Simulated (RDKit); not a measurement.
Job for RDKit: UFF on H2 (SMILES [H][H]).

```python
from rdkit import Chem
from rdkit.Chem import AllChem, rdDetermineBonds

blocks = [
'''2

H     0.00000000    0.00000000    0.00000000
H     0.74187646    0.00000000    0.00000000
''',
]
mol = None
for b in blocks:
    f = Chem.MolFromXYZBlock(b)
    rdDetermineBonds.DetermineBonds(f, charge=0)
    mol = f if mol is None else Chem.CombineMols(mol, f)
Chem.SanitizeMol(mol)
print(Chem.MolToSmiles(Chem.RemoveHs(mol)))
ff = AllChem.UFFGetMoleculeForceField(mol, vdwThresh=100.0, ignoreInterfragInteractions=False)
e = ff.CalcEnergy()
print(f'UFF energy {e:.6f} kcal/mol')
```

It printed:

```
[H][H]
UFF energy 0.544343 kcal/mol
```

The run finished.

Cost: very roughly 0.010 core-seconds.
